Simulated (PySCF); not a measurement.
CH₃O, SMILES C[O], multiplicity 2.

Coordinates come from a B3LYP-D3(BJ)/def2-TZVP optimisation. The geometry has at least one imaginary mode, so it is a saddle point at that level. The isomer is the one that the SMILES or the coordinates give; other isomers of the formula were not compared.

Method: TDA-PBE/def2-TZVPD run with PySCF.

Vertical excitations. The molecule is in vacuum.

Problem. Give excitation energies, oscillator strengths and character. (Estimate from the structure and the level; the computed values follow.)

Solution. 
```csv
state,energy (eV),λ (nm),f,main pairs
root 1,0.47,2636,0.000,β HOMO→LUMO 100 %
root 2,4.70,264,0.000,β HOMO−1→LUMO 99 %
root 3,5.82,213,0.002,β HOMO→LUMO+1 98 %
root 4,5.89,210,0.002,β HOMO−3→LUMO 99 %
root 5,6.21,200,0.009,"α HOMO→LUMO 85 %, β HOMO−2→LUMO 12 %"
root 6,6.31,196,0.071,"α HOMO→LUMO 13 %, β HOMO−2→LUMO 82 %"
root 7,6.93,179,0.006,"α HOMO→LUMO+1 11 %, β HOMO→LUMO+2 88 %"
root 8,7.27,171,0.018,β HOMO→LUMO+3 97 %
root 9,7.33,169,0.000,"α HOMO−1→LUMO 7 %, β HOMO→LUMO+4 92 %"
root 10,7.37,168,0.025,"α HOMO→LUMO+1 88 %, β HOMO→LUMO+2 11 %"
```
Unrestricted roots are not spin-pure.
